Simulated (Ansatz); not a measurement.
# SiN2H4 (SMILES N=[SiH]N): one structure at several levels

Aim: energy, forces and dipole at a structure displaced at random from a GFN2-xTB minimum, from CCSD(T) and from density functionals.

Method: single points in def2-TZVPP; program: Ansatz 0.2.0, Gaussian basis.

Correlated methods freeze the cores.

## (1) The system as given

SMILES `N=[SiH]N`, 7 atoms, charge 0, spin multiplicity 1.

Atoms are counted from 1 here; the program's logs count them from 0.

Bond lengths: N1–Si2 1.603 Å, N1–H4 0.969 Å, Si2–N3 1.707 Å, Si2–H5 1.357 Å, N3–H6 1.094 Å, N3–H7 0.921 Å. Angles: Si2–N1–H4 124.4°, N1–Si2–N3 114.6°, N1–Si2–H5 141.9°, N3–Si2–H5 103.5°, Si2–N3–H6 122.0°, Si2–N3–H7 122.1°, H6–N3–H7 115.8°.

Coordinates:

```xyz
7
charge 0, multiplicity 1
N    -1.0862   -0.8840   -0.9850
Si   -0.3430    0.3459   -0.2742
N     0.9163   -0.1020    0.7875
H    -1.8076   -0.7913   -1.6253
H    -0.3518    1.7012   -0.2009
H     1.5180    0.6408    1.3201
H     1.1574   -0.9810    0.9178
```

## (2) CCSD(T)/def2-TZVPP

Input file run/in.yaml:

```yaml
crystal:
  periodic: [false, false, false]
  atoms:
    - {symbol: N, position_ang: [-1.086200, -0.884000, -0.985000]}
    - {symbol: Si, position_ang: [-0.343000, 0.345900, -0.274200]}
    - {symbol: N, position_ang: [0.916300, -0.102000, 0.787500]}
    - {symbol: H, position_ang: [-1.807600, -0.791300, -1.625300]}
    - {symbol: H, position_ang: [-0.351800, 1.701200, -0.200900]}
    - {symbol: H, position_ang: [1.518000, 0.640800, 1.320100]}
    - {symbol: H, position_ang: [1.157400, -0.981000, 0.917800]}
basis:
  gaussian: {orbitals: def2-TZVPP}
correlation: {method: ccsd_t}
output: {forces: true}
```

No record of the launch command was kept for these runs.

## (3) PBE0-D4/def2-TZVPP

run/in.yaml: that of step 2 with these lines changed.

```diff
@@ -12,3 +12,3 @@
   gaussian: {orbitals: def2-TZVPP}
-correlation: {method: ccsd_t}
-output: {forces: true}
+hamiltonian: {xc: pbe0, dispersion: d4}
+output: {forces: true, orbitals: {seedname: orbitals}}
```

## (4) wB97M-V/def2-TZVPP

run/in.yaml: that of step 3 with these lines changed.

```diff
@@ -12,3 +12,3 @@
   gaussian: {orbitals: def2-TZVPP}
-hamiltonian: {xc: pbe0, dispersion: d4}
-output: {forces: true, orbitals: {seedname: orbitals}}
+hamiltonian: {xc: {name: wB97M-V}}
+output: {forces: true}
```

## (5) r2SCAN-D4/def2-TZVPP

run/in.yaml: that of step 4 with these lines changed.

```diff
@@ -12,3 +12,3 @@
   gaussian: {orbitals: def2-TZVPP}
-hamiltonian: {xc: {name: wB97M-V}}
+hamiltonian: {xc: r2scan, dispersion: d4}
 output: {forces: true}
```

## (6) PBE-D4/def2-TZVPP

run/in.yaml: that of step 5 with these lines changed.

```diff
@@ -12,3 +12,3 @@
   gaussian: {orbitals: def2-TZVPP}
-hamiltonian: {xc: r2scan, dispersion: d4}
+hamiltonian: {xc: pbe, dispersion: d4}
 output: {forces: true}
```

## (7) B97M-V/def2-TZVPP

run/in.yaml: that of step 6 with these lines changed.

```diff
@@ -12,3 +12,3 @@
   gaussian: {orbitals: def2-TZVPP}
-hamiltonian: {xc: pbe, dispersion: d4}
+hamiltonian: {xc: {name: B97M-V}}
 output: {forces: true}
```

## (8) revPBE-D4/def2-TZVPP

run/in.yaml: that of step 7 with these lines changed.

```diff
@@ -12,3 +12,3 @@
   gaussian: {orbitals: def2-TZVPP}
-hamiltonian: {xc: {name: B97M-V}}
+hamiltonian: {xc: {name: revPBE}, dispersion: d4}
 output: {forces: true}
```

(Steps that only read results are left out.)

What does the calculation give? Wanted: energy less free atoms, CCSD(T)/def2-TZVPP; RMS force component; RMS force error; HOMO and LUMO, PBE0-D4; T1 diagnostic.

**Answer**, as computed:

| quantity | value |
| --- | --- |
| energy less free atoms, CCSD(T)/def2-TZVPP | -2174.9 kJ/mol |
| RMS force component | 2.406 to 2.485 eV/Å over the methods |
| RMS force error | PBE0-D4 0.156, wB97M-V 0.164, r2SCAN-D4 0.085, PBE-D4 0.161, B97M-V 0.162, revPBE-D4 0.182 eV/Å |
| HOMO and LUMO, PBE0-D4 | -6.75 and -0.44 eV |
| T1 diagnostic | 0.016 |

**Reading.** Against CCSD(T) the functionals' energies less atoms differ by -140.4 to -68.3 kJ/mol, PBE-D4 by -140.4 kJ/mol. CCSD(T) in triple zeta still lacks some correlation energy of the bonds, so part of these gaps is its own basis error and they don't rank the functionals. For forces r2SCAN-D4 does best and revPBE-D4 worst. Frozen-core CCSD(T) forces in triple zeta carry basis errors of their own, and this is one geometry, so small gaps rank nothing.
